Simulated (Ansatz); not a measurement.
System: bcc Ba. Method: PBEsol (PAW; Ansatz, a first-principles code).

A relaxed, unreconstructed slab of the (111) face has 12 atoms, two equal faces of 41.166 Å² each and an energy of -70348.9593 eV. A bulk cell of 3 atoms with the same orientation and in-plane k mesh has -17587.8273 eV. Energies are extrapolated to zero smearing.

Run with plane-wave cutoff 500 eV, 12×12×1 k mesh (along the axes of the cell as run), Fermi–Dirac smearing 0.1 eV, scalar-relativistic PAW data made under PBE.

Worked out: γ = (E_slab − N E_bulk per atom)/2A = [-70348.9593 − 12 × (-17587.8273/3)]/(2 × 41.166) = 0.0285 eV/Å². With 16.022 J/m² per eV/Å² this is 0.46 J/m², or 1.17 eV per surface cell and face.
